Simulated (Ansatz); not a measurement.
Input file:

```yaml
crystal:
  periodic: [false, false, false]
  atoms:
    - {symbol: Si, position_ang: [0.000000, -0.091539, 1.814482]}
    - {symbol: Ga, position_ang: [0.000000, 0.015718, -0.713702]}
    - {symbol: H, position_ang: [0.000000, 1.431644, 1.919982]}
    - {symbol: H, position_ang: [0.000000, 1.356491, -1.553803]}
    - {symbol: H, position_ang: [0.000000, -1.324715, -1.555955]}
basis:
  gaussian: {orbitals: STO-3G}
total_charge: 1
magnetization: {spin_polarized: false, initial_magnetization: 1}
correlation: {method: sc_nevpt2, electrons: outside_noble_gas, active_space: {window: {electrons: 9, orbitals: 7}}}
```

```sh
$ ansatz run in.yaml --threads 1 --pin off --events-out ev --progress --plain --max-ram 2393MiB
```

The program prints:

```
308 factors; integrals over basis functions are off by at most 8.1e-5 eV
mean field evaluation 1: about -59535.4032 eV, gradient 1.2e1 eV
mean field evaluation 2: about -59535.4089 eV, gradient 1.2e1 eV
mean field evaluation 4: about -59537.0913 eV, gradient 4.8e0 eV
mean field evaluation 8: about -59534.9961 eV, gradient 2.0e1 eV
mean field evaluation 16: about -59540.6025 eV, gradient 1.1e-1 eV
mean field evaluation 32: about -59540.6028 eV, gradient 4.4e-1 eV
mean field evaluation 64: about -59540.5415 eV, gradient 1.5e0 eV
mean field evaluation 96: about -59540.6071 eV, gradient 1.1e-1 eV
mean field -59540.60975457 eV, -2188.0770504057 hartree, gradient 1.3e-6 eV, S^2 0.750000; 10 other end points of the search recorded, 0 dependent functions left out
reference -59540.60975457 eV, -2188.0770504057 hartree; 24, 23 occupied and 6, 7 virtual orbitals, 308 factors
state -59541.62916366 eV, -2188.1145129986 hartree
state -59541.62916366 eV, -2188.1145129986 hartree; corrected -59542.40270316 eV, -2188.1429400510 hartree
state -59541.62075331 eV, -2188.1142039241 hartree
state -59541.62075331 eV, -2188.1142039241 hartree; corrected -59542.39887119 eV, -2188.1427992286 hartree
state -59541.62916366 eV, -2188.1145129986 hartree; corrected -59542.40270316 eV, -2188.1429400510 hartree
state -59541.23066776 eV, -2188.0998685446 hartree
state -59541.23066776 eV, -2188.0998685446 hartree; corrected -59542.25653233 eV, -2188.1375683719 hartree
state -59541.62916366 eV, -2188.1145129986 hartree; corrected -59542.40270316 eV, -2188.1429400510 hartree
Total energy: -59542.40270316 eV, -2188.1429400510 hartree
```

Ran on 1 thread of AMD EPYC, shared host: 13 s wall, 0.25 GiB peak host memory.
